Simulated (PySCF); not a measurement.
## HCl and its ions

RHF-CCSD(T); PySCF, no relativity, basis sets H aug-pcseg-1, Cl aug-pcseg-1. Neutral (RHF): singlet (closed shell), Re = 1.289 Å, ωe = 2986 cm⁻¹, De = 4.34 eV.

HCl⁺ (UHF): doublet (π ↑), Re = 1.327 Å, ωe = 2702 cm⁻¹, De = 4.41 eV to H + Cl⁺. The energies at the minima are -460.22553 hartree for HCl and -459.76895 for HCl⁺.

Work out the adiabatic ionisation energy, without and with harmonic zero-point energies (1 hartree = 27.2114 eV, 1 eV = 8065.5 cm⁻¹), and the change of the bond length.

At CCSD(T): 0.45658 hartree = 12.424 eV between the minima; the zero-point term (2702.0 − 2986.0)/2 cm⁻¹ = -0.018 eV makes it 12.407 eV. Re changes by +3.8 pm against the neutral. The electron leaves a π orbital, which is non-bonding in a hydride.

Correlated steps freeze 5 core orbitals. Correlated levels converge slowly with the basis: in double zeta they bind strong bonds too weakly, by up to about 1 eV, and carry superposition errors of some tenths. For an ion De counts to the pair picked by the measured ionisation energies or electron affinities, which need not be the lowest pair at this level. Where the molecule has an RHF reference, its open-shell atoms are computed with UHF. States were picked by a PBE0 search and need not be the measured ground states.

Neutral and ion stand on different kinds of reference determinant, which adds to the error of the difference.
